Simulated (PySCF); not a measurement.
**Worked example for nitrogen molecule: proton affinity at atom N1**

Structure: `N#N` (N2). Non-hydrogen atoms are numbered in `[N:1]#[N:2]`.

Computed at ωB97X-D3(BJ)/def2-TZVP // PBE0-D3(BJ)/def2-SVP with PySCF (density fitting, grid level 2). ωB97X-D3(BJ) is ωB97X-V with D3(BJ) in place of VV10. Zero-point and thermal terms (298.15 K, 1 bar) come from unscaled PBE0-D3(BJ)/def2-SVP harmonic frequencies, with soft modes damped to free rotors in the entropy.

Step: `N#[NH+]` → `N#N` + H⁺.

```csv
species,charge,multiplicity,E / Eh
N#[NH+],1,1,-109.796399
N#N,0,1,-109.599652
```

Thermal terms, products less reactant: Δ(H − E) = -23.39 kJ/mol, Δ(G − E) = -52.82 kJ/mol (the bare proton has no electronic energy, H = 5/2 RT). 1 Eh = 2625.50 kJ/mol.

What are ΔE, ΔH and ΔG of this step?

ΔE = 0.196747 Eh = 516.56 kJ/mol; ΔH = 493.2 kJ/mol; ΔG = 463.7 kJ/mol, all in the gas phase at 298.15 K and 1 bar. The digits show the arithmetic; the method itself can be off by 10 kJ/mol or more. The Active Thermochemical Tables (1.112) give ΔH = 490.9 kJ/mol.
